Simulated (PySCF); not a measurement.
C₂H₃F, SMILES C=CF, point group Cs.

Level: B3LYP/pcSseg-1 in PySCF (density fitting, grid level 2); geometry and Hessian at that level, cubic constants and property derivatives from steps of ±0.6 along each species' dimensionless normal coordinates, second-order vibrational perturbation theory. The parent has the commonest isotopes.

Equilibrium geometry (Å):

| atom | x | y | z |
| --- | --- | --- | --- |
| C1 | -0.6925 | 0.0190 | -0.1302 |
| C2 | 0.6070 | 0.0622 | 0.0992 |
| F3 | 1.3840 | -1.0397 | 0.0438 |
| H4 | -1.2774 | 0.9312 | -0.0735 |
| H5 | -1.1927 | -0.9134 | -0.3756 |
| H6 | 1.1841 | 0.9488 | 0.3500 |

An isotope shift is δ(isotopologue) − δ(parent), that is, the negative of the change in the averaged GIAO shielding; n counts bonds from the nearest label (0: the labelled atom itself). These are computed values; those of heavy atoms are rounded to 5 ppb, about the numerical noise. One-bond deuterium shifts of ¹³C at such levels come out too large, by a quarter to a half.

What isotope shifts arise with ²H at 4?


```tsv
nucleus	n	0 K (ppb)	298.15 K (ppb)
H4	0	-78	-75
C1	1	-295	-295
C2	2	-35	-25
H5	2	-12	-13
F3	3	-690	-585
H6	3	3	2
```

What isotope shifts arise with ²H at 5?


```json
{"nucleus": "H5", "n": "0", "0 K (ppb)": "-83", "298.15 K (ppb)": "-80"}
{"nucleus": "C1", "n": "1", "0 K (ppb)": "-230", "298.15 K (ppb)": "-245"}
{"nucleus": "C2", "n": "2", "0 K (ppb)": "-15", "298.15 K (ppb)": "-15"}
{"nucleus": "H4", "n": "2", "0 K (ppb)": "-11", "298.15 K (ppb)": "-13"}
{"nucleus": "F3", "n": "3", "0 K (ppb)": "-430", "298.15 K (ppb)": "-365"}
{"nucleus": "H6", "n": "3", "0 K (ppb)": "-7", "298.15 K (ppb)": "-7"}
```

What isotope shifts arise with ¹³C at 1, ²H at 4?


```csv
nucleus,n,0 K (ppb),298.15 K (ppb)
C1,0,-320,-325
H4,0,-80,-77
C2,1,-65,-55
H5,1,-16,-16
F3,2,-755,-645
H6,2,0,0
```
